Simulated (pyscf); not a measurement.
A first-order saddle from PySCF, ωB97X-D3(BJ)/def2-SVP:

```xyz
10

C      0.4316    -0.7471    -0.0341
Sn    -0.2986    -0.1152     1.8715
H      0.1903     1.1616    -1.0058
H     -0.2934    -1.2245    -0.7063
H      1.3507    -1.3418     0.0202
H      1.0047     0.5230     2.7683
H     -1.4575     1.1136     1.5869
H     -1.0414    -1.3832     2.7547
O      0.9875     0.6300    -0.8315
H      1.7875     1.2370    -1.6130
```
Charge 0, spin multiplicity 2.

Surface: doublet, charge 0. Lowest wavenumbers (cm⁻¹): 1813i, 105, 133, 220, 301.

Which two sides does it connect, and which bonds change?

HO–CH₂–SnH₃ (SMILES O[CH2][SnH3]) + H• (SMILES [H]) ⇌ •H₂C–SnH₃ (SMILES [CH2][SnH3]) + H₂O (SMILES O), a substitution at O read from left to right: C–O broken and H–O formed. At ωB97M-D3(BJ)/def2-TZVP it lies +0.93 eV from the left side and +2.23 eV from the right (each side as separated species at their lowest minima found). On the product side the descent ends in a complex (not fully relaxed), 0.18 eV under the separated species and 2.47 eV under the saddle at ωB97X-D3(BJ)/def2-TZVP. At ωB97X-D3(BJ)/def2-TZVP the barrier from the zero used here is 1.04 eV. HO–CH₂–SnH₃ lies 1.38 eV over its isomer H₃C–SnH₂–OH (electronic energy, ωB97M-D3(BJ)/def2-TZVP). •H₂C–SnH₃ lies 1.33 eV over its isomer H₃C–SnH₂• (electronic energy, ωB97M-D3(BJ)/def2-TZVP). This is the saddle that the search found; another between the same sides may lie lower. The angle at the attacked O is 153°. Elements past Kr carry the def2 core potentials, without spin-orbit coupling.
